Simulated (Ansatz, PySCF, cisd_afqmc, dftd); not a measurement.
Reaction: H2O (SMILES O) + H+ → H3O+ (SMILES [OH3+])
Each species at its own B3LYP-D3(BJ)/def2-TZVP minimum (Ansatz, a first-principles code).

Quantity: proton affinity (enthalpy at 298 K, ideal-gas terms from PySCF's Hessians at B3LYP-D3(BJ)/def2-TZVP), positive where energy is released, in kcal/mol. Radicals and triplets start from unrestricted determinants; spin-orbit coupling is neglected. Cores are frozen in correlated methods. Rows without X2C or -DK are non-relativistic. The Monte Carlo rows (phaseless AFQMC, CISD trial, step 0.005/hartree) carry one-sigma bars that omit the constraint's bias. Outlying blocks are dropped, and bars are widened where a walk drifts. Over all cases where full CI ran beside it in this data, AFQMC minus full CI had a median of +0.1 mEh and passed +0.4 mEh in a tenth of the cases. CBS(X,Y): correlation extrapolated as X^-3, Hartree-Fock from the larger set (Q,5: extrapolated as (X+1)exp(-9√X)). A bracket is a step between two methods taken in the basis named. Functionals run without relativity, which enters their misses. Double hybrids freeze cores in their MP2 part. '+ core + X2C': CCSD(T) terms for core correlation (cc-pwCVTZ) and scalar relativity (cc-pVTZ-DK).

From measured enthalpies of formation at 298 K: 164.8 kcal/mol (Active Thermochemical Tables 1.112 (ions: stationary electron), as tabulated in the package chemicals). The calculations leave out spin-orbit terms.

| level | program | proton affinity (kcal/mol) | error against that value |
|---|---|---|---|
| HF/cc-pVTZ | Ansatz | 170.4 | 5.6 |
| PBE-D4/def2-TZVPD | Ansatz + dftd4 | 163.3 | -1.5 |
| B2GP-PLYP-D4/def2-TZVPD | Ansatz + dftd4 | 163.5 | -1.3 |
| CCSD(T)/CBS(cc-pVTZ,cc-pVQZ) + core + X2C | Ansatz | 165.4 | 0.6 |
| CCSDTQ/cc-pVDZ | Ansatz | 173.8 | 9.0 |
| CCSD(T)/CBS(cc-pVQZ,cc-pV5Z) + [AFQMC/CISD - CCSD(T)]/cc-pVTZ + core + X2C | Ansatz + cisd_afqmc | 164.5 ± 0.3 | -0.3 |
| CCSD(T)/CBS(cc-pVQZ,cc-pV5Z) + [CCSDT(Q) - CCSD(T)]/cc-pVQZ + [CCSDTQ - CCSDT(Q)]/cc-pVDZ + core + X2C | Ansatz | 164.4 | -0.4 |
